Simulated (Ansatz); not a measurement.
Input file:

```yaml
crystal:
  periodic: [false, false, false]
  atoms:
    - {symbol: C, position_ang: [0.000000, -0.184129, 1.945650]}
    - {symbol: Al, position_ang: [0.000000, 0.064396, -0.006581]}
    - {symbol: O, position_ang: [0.000000, -0.018876, -1.607235]}
    - {symbol: H, position_ang: [0.000000, 0.769929, 2.503856]}
basis:
  gaussian: {orbitals: cc-pVDZ}
magnetization: {spin_polarized: false, initial_magnetization: 2}
correlation: {method: ccsd_t, electrons: outside_noble_gas}
scf: {lower_state_search: light}
output: {forces: true}
```

```sh
$ ansatz run in.yaml --threads 1 --pin off --events-out ev --progress --plain --max-ram 2393MiB
```

Q: Roughly how long does this take on 1 thread of Arm Neoverse V1, shared host, and how much host memory?

A: 19 s wall and 0.18 GiB.

```
486 factors; integrals over basis functions are off by at most 6.8e-4 eV
mean field evaluation 1: about -9655.4084 eV, gradient 5.1e1 eV
mean field evaluation 2: about -9655.4487 eV, gradient 5.2e1 eV
mean field evaluation 4: about -9659.8352 eV, gradient 2.5e1 eV
mean field evaluation 8: about -9662.6208 eV, gradient 6.2e-1 eV
mean field evaluation 16: about -9662.6419 eV, gradient 2.9e-6 eV
mean field evaluation 32: about -9655.8567 eV, gradient 3.0e1 eV
mean field evaluation 64: about -9661.3027 eV, gradient 7.7e-3 eV
mean field evaluation 96: about -9659.1754 eV, gradient 9.5e-3 eV
mean field evaluation 128: about -9661.2750 eV, gradient 1.2e0 eV
mean field evaluation 160: about -9661.3018 eV, gradient 6.2e-2 eV
...
mean field -9662.64193844 eV, -355.0955416637 hartree, gradient 4.7e-6 eV, S^2 2.000000; 13 other end points of the search recorded, 0 dependent functions left out
...
determinant -9662.64193844 eV, -355.0955416637 hartree, with singles and doubles -9672.46805097 eV, -355.4566446389 hartree
determinant -9661.30269278 eV, -355.0463252935 hartree, with singles and doubles -9670.87873373 eV, -355.3982383077 hartree
determinant -9661.22960082 eV, -355.0436392134 hartree, with singles and doubles -9670.58948437 eV, -355.3876085896 hartree
determinant -9660.95182288 eV, -355.0334310626 hartree, with singles and doubles -9671.71087827 eV, -355.4288190554 hartree
determinant -9660.50957340 eV, -355.0171786940 hartree, with singles and doubles -9670.67673374 eV, -355.3908149447 hartree
determinant -9660.20094650 eV, -355.0058368645 hartree, with singles and doubles -9669.59378531 eV, -355.3510173239 hartree
determinant -9659.25905999 eV, -354.9712231737 hartree, with singles and doubles -9668.18865651 eV, -355.2993797931 hartree
determinant -9659.17538305 eV, -354.9681481030 hartree, with singles and doubles -9668.12603846 eV, -355.2970786220 hartree
determinant -9659.17230008 eV, -354.9680348058 hartree, with singles and doubles -9668.74111146 eV, -355.3196821380 hartree
7 core orbitals not correlated: weight in the atoms' cores, before any rotation towards them, 1.000 or more for the frozen orbitals, at most 0.000 for the correlated occupied ones
reference -9662.64193844 eV, -355.0955416637 hartree; 8, 6 occupied and 36, 38 virtual orbitals, 486 factors
second order -9.38137735 eV of doubles, -0.07925400 eV of singles
...
cycle   5  -9.83217002 eV  change   -9.3e-4 eV  update   5.0e-4
cycle   6  -9.83187951 eV  change    2.9e-4 eV  update   2.8e-4
cycle   7  -9.83165592 eV  change    2.2e-4 eV  update   1.8e-4
cycle   8  -9.83167556 eV  change   -2.0e-5 eV  update   8.0e-5
cycle   9  -9.83167116 eV  change    4.4e-6 eV  update   4.7e-5
cycle  10  -9.83166763 eV  change    3.5e-6 eV  update   2.1e-5
cycle  11  -9.83168015 eV  change   -1.3e-5 eV  update   1.4e-5
cycle  12  -9.83167801 eV  change    2.1e-6 eV  update   7.2e-6
cycle  13  -9.83167653 eV  change    1.5e-6 eV  update   3.9e-6
cycle  14  -9.83167779 eV  change   -1.3e-6 eV  update   2.1e-6
perturbative correction -0.39914982 eV, -0.0146684854 hartree
the calculation of the forces begins
Total energy: -9672.87276605 eV, -355.4715176438 hartree
Atom 0 at     0.000000    -0.184129     1.945650 Å, force    -0.000000     1.009821    -1.215474 eV/Å
Atom 1 at     0.000000     0.064396    -0.006581 Å, force    -0.000000    -0.852418     2.284820 eV/Å
Atom 2 at     0.000000    -0.018876    -1.607235 Å, force     0.000000     0.110354    -1.996642 eV/Å
Atom 3 at     0.000000     0.769929     2.503856 Å, force    -0.000000    -0.267757     0.927297 eV/Å
Dipole moment:     0.000000     0.212192     0.852307 e Å
```

Forces (eV/Å):
```
C    0.000  1.010 -1.215
Al   0.000 -0.852  2.285
O    0.000  0.110 -1.997
H    0.000 -0.268  0.927
```
